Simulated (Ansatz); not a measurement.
# C3H4O2: the cost of one run

Program: Ansatz 0.2.0. Level of theory: the levels named in each step. These are calculated values, not measurements.

## (1) Starting point

Bond lengths: C1–C2 1.317 Å, O3–C4 1.144 Å, C4–O5 1.143 Å, C1–H6 1.078 Å, C1–H7 1.078 Å, C2–H8 1.078 Å, C2–H9 1.078 Å. Angles: C1–C2–H8 122.1°, C1–C2–H9 121.9°, H8–C2–H9 116.0°, C2–C1–H6 122.0°, C2–C1–H7 122.0°, H6–C1–H7 116.0°, O3–C4–O5 179.3°.

Structure file:

```xyz
9

C    -1.9360   -0.6737    0.8014
C    -1.5388    0.5247    1.1751
O     1.7001    0.3514    0.2997
C     1.1031    0.0479   -0.6275
O     0.5185   -0.2566   -1.5617
H    -2.7512   -0.8164    0.1112
H    -1.4658   -1.5715    1.1694
H    -0.7260    0.6677    1.8684
H    -2.0120    1.4216    0.8096
```

## (2) A rough first relaxation, PBE-D4/def2-SVP

Contents of input.yaml:

```yaml
crystal:
  periodic: [false, false, false]
  atoms:
    - { symbol: C, position_ang: [-1.93604, -0.67375, 0.80136] }
    - { symbol: C, position_ang: [-1.53883, 0.52473, 1.17507] }
    - { symbol: O, position_ang: [1.70009, 0.35136, 0.29973] }
    - { symbol: C, position_ang: [1.10313, 0.04792, -0.6275] }
    - { symbol: O, position_ang: [0.51852, -0.25665, -1.56175] }
    - { symbol: H, position_ang: [-2.75124, -0.81643, 0.11117] }
    - { symbol: H, position_ang: [-1.46581, -1.57149, 1.16939] }
    - { symbol: H, position_ang: [-0.72597, 0.66768, 1.86845] }
    - { symbol: H, position_ang: [-2.012, 1.42156, 0.80962] }
basis:
  gaussian: { orbitals: def2-SVP }
hamiltonian:
  xc: pbe
  dispersion: d4
relax:
  f_tol: 0.03
  max_steps: 200
```

Launch:

```
ansatz run input.yaml --threads 4 --pin off --max-ram 10240MiB --backend cpu --events-out ev --progress --plain --runs-dir out
```

**Question.** How long does this run take on 4 threads of Intel Xeon 6975P-C (Granite Rapids), shared host, and how much memory does it need?

About 6.9 s, with a peak of 0.13 GiB.
